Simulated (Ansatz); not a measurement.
**HC–Ga–Cl, quartet: the ladder up to UCCSDT(Q)**

Geometry: displaced at random from a stationary point.

```json
{"atom": "C", "x (Å)": "-0.0132", "y (Å)": "-0.9361", "z (Å)": "1.9098"}
{"atom": "Ga", "x (Å)": "-0.0140", "y (Å)": "0.3517", "z (Å)": "0.4660"}
{"atom": "Cl", "x (Å)": "0.0340", "y (Å)": "-0.3181", "z (Å)": "-1.6271"}
{"atom": "H", "x (Å)": "-0.0688", "y (Å)": "-1.9832", "z (Å)": "2.2427"}
```

Basis cc-pVDZ; Ansatz 0.2.0. Only valence electrons are correlated (noble-gas cores and the filled d shells of p-block atoms frozen), which leaves 15 electrons in 44 orbitals. Prefix R: restricted or restricted open-shell reference; prefix U: unrestricted. No spin–orbit coupling is included, and no scalar relativity.

Full CI isn't at hand for all of this; UCCSDT(Q) serves as the reference, and is uncertain by about the last step of the cluster series. The frozen core follows each run's orbitals, which can shift R against U totals by a few meV for light atoms and by up to 0.1 eV past Ca.

```
UHF ⟨S²⟩                          : 3.776
T1 diagnostic (RCCSD)             : 0.0222
largest doubles amplitude (RCCSD) : 0.032
T1 diagnostic (UCCSD)             : 0.0170
```

```tsv
level	E − E(UCCSDT(Q)) (kJ/mol)	share of correlation (%)	wall time
UHF	782.9	2.72	–
UMP2	113.4	85.91	–
UCCSD	22.9	97.15	–
UCCSD(T)	4.7	99.42	8 s
UCCSDT	1.6	99.80	–
```

The correlation energy at UCCSDT(Q), counted from RHF, is -8.341 eV. That run took 2.5 min on 1 thread of Arm Neoverse V2, shared host.

Run but not shown, since their state or frozen core can't be matched to the reference's or they repeat it: RHF, RMP2, RCCSD, RCCSD(T), BCCD(T), RCCSDT, RCCSDT(Q).

Times hold each run's SCF and search for its determinant on a shared host, so for small cases they say little of a method's own cost; they ran on 1 thread of Arm Neoverse V2.
